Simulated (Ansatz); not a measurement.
CH3Cl, singlet: energies of several shapes or isomers

Calculated in Ansatz's Gaussian-basis code. Basis aug-cc-pVDZ on C/H, aug-cc-pV(D+d)Z on Cl, nonrelativistic, 6 orbitals frozen in the corrections; active space CAS(2,2). Restricted Hartree–Fock, then the lowest state-specific CASSCF solution met for each case. Coupled cluster stands on the determinant that it favours, not always the lowest RHF. On stretched bonds single-reference methods can fail or change state. Unlike active orbitals can shift such differences by tenths of an eV, at times by over 1 eV.

Case A:

```csv
atom,x (Å),y (Å),z (Å)
C,0.0000,0.0000,1.1214
Cl,0.0000,0.0000,-0.6560
H,0.0000,-1.0293,1.4743
H,0.8914,0.5147,1.4743
H,-0.8914,0.5147,1.4743
```

Case B. A bond is stretched, to 1.50 times the sum of the covalent radii.

```xyz
5

C     0.0000    0.0000    1.7024
Cl    0.0000    0.0000   -0.9636
H     0.0000   -1.0293    2.0553
H     0.8914    0.5147    2.0553
H    -0.8914    0.5147    2.0553
```

Energy less that of case A, in eV:

```json
{"case": "B", "RHF/ROHF": "+2.907", "CASSCF": "+2.129", "CCSD(T)": "+2.377"}
```

(1) What does SC-NEVPT2 give for these differences?

## Answers

(1) B: +2.430 eV (56.0 kcal/mol).
